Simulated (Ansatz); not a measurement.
Cartesian coordinates in Å:
```
O 1.360 0.429 0.445
B 0.301 -0.024 -0.262
S -1.352 -0.124 0.474
H 1.169 0.689 1.350
H 0.484 -0.360 -1.392
H -1.962 -0.611 -0.615
```

Charge 0, multiplicity 1.

(1) List the ωB97M-V/def2-TZVPP orbital energies in eV (the Gaussian-basis code of Ansatz). (Best estimate.)

Results:

(1) Computed: Occupied: -2426.84, -526.91, -220.87, -189.00, -163.97, -163.87, -163.82, -31.90, -23.48, -18.84, -15.62, -14.35, -13.46, -13.14, -11.09, -10.09. Lowest empty: 1.81, 1.92, 2.89, 3.52, 3.73, 4.92, 5.14, 5.40.
